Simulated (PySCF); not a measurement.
# Functional dependence of a UV spectrum

Compound: C4H5F.
SMILES with atom numbers: `[CH3:1][C:2]1=[C:3]([F:4])[CH2:5]1` (hydrogens: H6, H7, H8 on C1; H9, H10 on C5)

Linear-response calculations in the def2-SVPD basis (PySCF; singlets by full response, triplets Tamm–Dancoff, core orbitals frozen in the response; HF means time-dependent Hartree–Fock). 'Strongest' is the level of largest summed f among the singlets computed (10 roots, of which the last may lack a degenerate partner); it can jump between rows when another state enters that window. S1 is the lowest singlet of each run and needn't be the same state throughout; f(S1) is that of one state. Geometry: PBE0-D3(BJ)/def2-SVP; no solvent, vibrations or thermal averaging.

```tsv
functional	kind	S1 (eV)	f(S1)	strongest (eV)	T1 (eV)	HOMO (eV)	gap (eV)	ionisation energy, ΔSCF (eV)
LDA	LDA	5.62	0.000	6.48	4.68	-5.82	5.31	9.19
PBE	GGA	5.56	0.000	6.57	4.53	-5.70	5.43	9.02
B3LYP	global hybrid, 20% exact exchange	5.90	0.000	6.79	4.57	-6.70	6.90	9.20
PBE0	global hybrid, 25% exact exchange	6.13	0.000	6.89	4.52	-6.90	7.41	9.17
BHandHLYP	global hybrid, 50% exact exchange	6.37	0.000	7.06	4.51	-7.99	8.94	9.16
CAM-B3LYP	range-separated hybrid	6.18	0.000	6.91	4.54	-8.24	9.35	9.27
wB97X-D	range-separated hybrid	6.44	0.001	6.95	4.64	-8.73	10.87	9.20
LC-wPBE	range-separated hybrid	6.78	0.001	7.09	4.46	-9.57	11.78	9.34
HF	Hartree–Fock	6.89	0.003	7.33	4.18	-9.57	12.01	not settled
```

S1 runs from 5.56 eV (PBE) to 6.89 eV (HF), a spread of 1.32 eV, while the orbital gap spreads over 6.7 eV. Along PBE (0%), B3LYP (20%), PBE0 (25%), BHandHLYP (50%), HF (100%) S1 rises with the share of exact exchange. −ε(HOMO) comes closest to its own ΔSCF ionisation energy with LC-wPBE (+0.24 eV) and misses most with LDA (-3.38 eV). 'Not settled' means that the ion's SCF failed to converge or may have ended in another state than the lowest.
